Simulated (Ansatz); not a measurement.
We consider rock-salt MgS, described by PBE (Ansatz, a program for electronic structure, PAW).

Settings: plane-wave cutoff 500 eV, 14×14×14 k mesh, Fermi–Dirac smearing 0.05 eV, scalar-relativistic PAW data made under PBE.

Cell (relaxed at this level):

```cif
data_Mg4S4
_chemical_formula_sum 'Mg4 S4'
_space_group_name_H-M_alt 'Fm-3m'
_space_group_IT_number 225
_space_group_name_Hall '-F 4 2 3'
_cell_length_a 5.22965
_cell_length_b 5.22965
_cell_length_c 5.22965
_cell_angle_alpha 90.000
_cell_angle_beta 90.000
_cell_angle_gamma 90.000
loop_
_atom_site_label
_atom_site_type_symbol
_atom_site_symmetry_multiplicity
_atom_site_Wyckoff_symbol
_atom_site_fract_x
_atom_site_fract_y
_atom_site_fract_z
_atom_site_occupancy
Mg1 Mg 4 a 0.00000 0.00000 0.00000 1
S1 S 4 b 0.50000 0.50000 0.50000 1
```
(The calculation used a cell of 2 atoms; values per cell refer to that cell.)

### Question
What does this level give for the band gap?

### Answer

* **band gap**: 2.76 eV (on the SCF k mesh)

Static lattice: no zero-point or thermal effects.

The result took about 13 core-seconds (a rough figure).
